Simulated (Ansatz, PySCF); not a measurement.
Reaction: CHN (SMILES C#N) → CHN+ (parent SMILES C#N, doublet) + e-
Each species at its own B3LYP-D3(BJ)/def2-TZVP minimum (Ansatz, a quantum-chemistry and plane-wave program).

Total energies in hartree (Ansatz). Radicals and triplets start from unrestricted determinants; spin-orbit coupling is neglected. Correlated methods leave the cores frozen. No relativity. The UHF reference of CHN+ (parent SMILES C#N, doublet) is spin-contaminated (<S^2> up to 0.04 over the pure value in the sets run).

| species | HF/cc-pVTZ | CCSD(T)/cc-pVTZ | HF/cc-pVQZ | CCSD(T)/cc-pVQZ | CCSDT(Q)/cc-pVTZ |
|---|---|---|---|---|---|
| 1: CHN (formonitrile, SMILES C#N) | -92.90894 | -93.27480 | -92.91529 | -93.30107 | -93.27619 |
| 2: CHN+ (parent SMILES C#N, doublet) | -92.46864 | -92.77971 | -92.47463 | -92.80222 | -92.78162 |

Q: Work out the adiabatic ionisation energy (0 K, zero-point energies from PySCF's Hessians at B3LYP-D3(BJ)/def2-TZVP) in eV: take Hartree-Fock from cc-pVQZ, extrapolate the CCSD(T) correlation energy as X^-3 (X = 3, 4), and add CCSDT(Q) - CCSD(T) in cc-pVTZ. The further terms named in the bracket sum to -0.00197 hartree. 1 hartree = 27.211 eV.

A: 
Species 1: correlation (64·(-0.38578) - 27·(-0.36586))/37 = -0.40032; step -0.00139; E1 = -92.91529 + (-0.40032) + (-0.00139) = -93.31700
Species 2: correlation (64·(-0.32759) - 27·(-0.31107))/37 = -0.33965; step -0.00191; E2 = -92.47463 + (-0.33965) + (-0.00191) = -92.81619
-1·E1 +1·E2 -0.00197 = 0.49884 hartree = 13.57 eV. Measured: 13.60 eV (CCCBDB table in ASE). The composite differs from it by -0.03 eV; core, relativistic and spin-orbit terms are not in it.
